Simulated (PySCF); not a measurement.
Species: C3H5N3.
Bonds: C1–N2, N2–C3 (aromatic), C3–N4 (aromatic), N4–N5 (aromatic), N5–C6 (aromatic), N2–C6 (aromatic). Hydrogens: H7, H8, H9 on C1; H10 on C3; H11 on C6.

The closed-shell ground state was solved at several levels (PySCF, density fitting, gas phase, non-relativistic). Geometry: PBE0-D3(BJ)/def2-SVP; no solvent, vibrations or thermal averaging.

| level | basis functions | total energy (Eh) | HOMO (eV) | LUMO (eV) | gap (eV) | dipole (D) |
| --- | --- | --- | --- | --- | --- | --- |
| BP86/pcSseg-2 | 286 | -281.6698 | -5.76 | -0.97 | 4.79 | 6.15 |
| HF/pcSseg-2 | 286 | -279.9161 | -9.83 | 2.09 | 11.92 | 6.51 |
| BLYP/pcSseg-2 | 286 | -281.5747 | -5.55 | -0.83 | 4.72 | 6.14 |
| PBE/pcSseg-2 | 286 | -281.3304 | -5.65 | -0.92 | 4.73 | 6.13 |
| LDA/pcSseg-2 | 286 | -279.2845 | -5.73 | -1.14 | 4.59 | 6.29 |

**Question.** What might OPBE/pcSseg-2 (286 basis functions) give for the same quantities?

**Answer.** Total energy -281.5409 Eh, HOMO -5.65 eV, LUMO -0.80 eV, gap 4.85 eV, dipole 6.01 D.

**Question.** Over all these levels, which gives the widest orbital gap and which the narrowest?

**Answer.** HF/pcSseg-2 (Hartree–Fock, all exact exchange) has the widest, 11.92 eV, and LDA/pcSseg-2 (LDA) the narrowest, 4.59 eV. From the narrowest to the widest the HOMO moves by -4.10 eV and the LUMO by +3.23 eV.

**Question.** How far do the dipole and the HOMO energy spread over the levels?

**Answer.** The dipole runs from 6.01 to 6.51 D (mean 6.21 D) and the HOMO from -9.83 to -5.55 eV.
